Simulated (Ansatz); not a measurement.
A made-up structure of Si₂HO (charge +1), closed shell:

```
4
angstrom
O -0.2309 0.1447 -0.3815
Si -0.0954 0.6710 1.5580
Si 1.0939 -1.2967 0.0921
H -0.7677 0.4810 -1.2685
```

It is relaxed with PBE-D4/def2-SVP and then PBE0-D4/def2-TZVP (Ansatz 0.2.0). Atoms count as bonded within 1.22 times the sum of their covalent radii (H–H: 0.88 Å). The end point is not checked to be a true minimum.

(1) Does its bonding change? (A judgement: the text doesn't fix the answer.)

Answers

(1) The calculation gives: Yes. Formed: Si2–Si3; broken: none.

Where it ends: The first stage lowers the energy by 0.65 eV in 4 steps. It ends as Si₂HO ([OH]1[Si][Si]1), total charge +1:
| atom | x (Å) | y (Å) | z (Å) |
| --- | --- | --- | --- |
| O1 | -0.2062 | 0.1291 | -0.3406 |
| Si2 | -0.0852 | 0.5991 | 1.3910 |
| Si3 | 0.9767 | -1.1578 | 0.0822 |
| H4 | -0.6854 | 0.4295 | -1.1326 |

Labels in which every atom is bracketed show which atoms are joined, not bond orders.

For scale, one of the runs: PBE0-D4/def2-TZVP relaxation, 111 basis functions, launched by `ansatz run in.yaml --threads 2 --pin off --events-out ev --progress --plain --max-ram 4352MiB`. Hardware: 2 CPU threads of an Arm Neoverse V2, shared host. Wall time about 7 s.
